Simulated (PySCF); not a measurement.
## Boron: a sound run and one with changed settings

Sound run: B [He] 2s2 2p1, B⁺ [He] 2s2. All numbers are calculated (PySCF 2.14, no relativity, point nucleus, in aug-cc-pVDZ (4s3p2d, 23 functions)). The sound run starts from symmetry-adapted Hartree-Fock orbitals and uses a fine grid where one is needed.

Changed run: radial step 1.2 in ln r (0.13 in the sound run). This setting is unsound on purpose.

```
species  method  sound run (hartree)  changed run (hartree)  converged
      B     UHF            -24.53057              -24.53057        yes
      B    MN15            -24.62435              -24.63941        yes
      B   B3LYP            -24.66158              -24.76178        yes
     B⁺     UHF            -24.23501              -24.23501        yes
     B⁺    MN15            -24.32221              -24.37785        yes
     B⁺   B3LYP            -24.33951              -24.46990        yes
```

Ionisation energy of B:

```json
{"method": "UHF", "sound run (eV)": "8.043", "changed run (eV)": "8.043"}
{"method": "MN15", "sound run (eV)": "8.222", "changed run (eV)": "7.117"}
{"method": "B3LYP", "sound run (eV)": "8.764", "changed run (eV)": "7.943"}
```

A coarse radial grid mis-integrates the density and the exchange-correlation energy, with errors of either sign; Hartree-Fock needs no grid.

For comparison, NIST gives 8.298 eV between the lowest levels.
